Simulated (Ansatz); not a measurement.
One change: `CC(C)(F)C=O` becomes `CC(C)(O)F`.

Ansatz, PBE0-D4/def2-TZVP geometries, multiplicity 1. Each molecule was computed in one conformer, which needn't be the lowest.

```tsv
property	`CC(C)(F)C=O`
zero-point energy (PBE0-D4/def2-TZVP) / kJ/mol	273.8
HOMO–LUMO gap (ωB97M-V/def2-TZVPP) / eV	11.24
LUMO energy (ωB97M-V/def2-TZVPP) / eV	1.18
ideal-gas entropy at 298 K and 1 bar (rigid rotor, harmonic PBE0-D4/def2-TZVP) / J/(mol·K)	346
HOMO energy (PBE0/def2-TZVPP) / eV	-7.67
LUMO energy (PBE0/def2-TZVPP) / eV	-1.12
```

Question: What does the change do to each property? (Best estimate.)

Answer: Computed: 
```json
{"property": "zero-point energy (PBE0-D4/def2-TZVP) / kJ/mol", "`CC(C)(O)F`": "263.3", "shift": "-10.5"}
{"property": "HOMO–LUMO gap (ωB97M-V/def2-TZVPP) / eV", "`CC(C)(O)F`": "13.57", "shift": "2.33"}
{"property": "LUMO energy (ωB97M-V/def2-TZVPP) / eV", "`CC(C)(O)F`": "2.32", "shift": "1.14"}
{"property": "ideal-gas entropy at 298 K and 1 bar (rigid rotor, harmonic PBE0-D4/def2-TZVP) / J/(mol·K)", "`CC(C)(O)F`": "312", "shift": "-34"}
{"property": "HOMO energy (PBE0/def2-TZVPP) / eV", "`CC(C)(O)F`": "-8.79", "shift": "-1.12"}
{"property": "LUMO energy (PBE0/def2-TZVPP) / eV", "`CC(C)(O)F`": "0.91", "shift": "2.03"}
```

With PBE0 the HOMO falls by 1.12 eV and the LUMO rises by 2.03 eV, so the gap widens by about 3.15 eV. PBE moves the HOMO by -0.97 eV and ωB97M-V by -1.19 eV. The zero-point energy changes by -10.5 kJ/mol with -3 modes. Modes under 60 cm⁻¹, often nearly free rotors, make the harmonic entropy too high.
